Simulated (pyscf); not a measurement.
This saddle point was located with ωB97X-D3(BJ)/def2-SVP in PySCF.

```xyz
16

Si     1.5509    -0.5459    -0.6310
O     -0.0209    -1.1405    -0.5734
Si    -1.4478    -0.4477    -0.1491
O     -1.8216    -0.0184     1.3834
Si    -1.3042     1.2367     2.3762
O     -2.1100     0.7327    -1.4202
H      1.9559     0.0873     0.6495
H      2.4155    -1.7347    -0.8739
H      1.7187     0.3891    -1.7773
H     -2.4301    -1.5059    -0.4750
H     -1.9238     0.9711     3.7044
H      0.1733     1.2392     2.5306
H     -1.7991     2.5479     1.8794
H     -2.1687     0.4292    -2.3367
H     -1.2942     1.3787    -1.1714
F     -0.3788     1.3226    -0.2026
```
Charge 0, spin multiplicity 1.

Surface: singlet, charge 0. Lowest wavenumbers (cm⁻¹): 437i, 61, 66, 113, 139.

Q: Which two sides does it connect, and which bonds change?

A: HO–SiH(O–SiH₃)–O–SiH₃ (SMILES O[SiH](O[SiH3])O[SiH3]) + HF (SMILES F) ⇌ F–SiH(O–SiH₃)–O–SiH₃ (SMILES F[SiH](O[SiH3])O[SiH3]) + H₂O (SMILES O), a four-centre exchange read from left to right: O–Si, F–H broken and F–Si, H–O formed. At ωB97M-D3(BJ)/def2-TZVP it lies +0.60 eV from the left side and +1.08 eV from the right (each side as separated species at their lowest minima found). On the reactant side the descent ends in a bound adduct, 0.41 eV under the separated species and 1.04 eV under the saddle at ωB97X-D3(BJ)/def2-TZVP. This is the saddle that the search found; another between the same sides may lie lower.
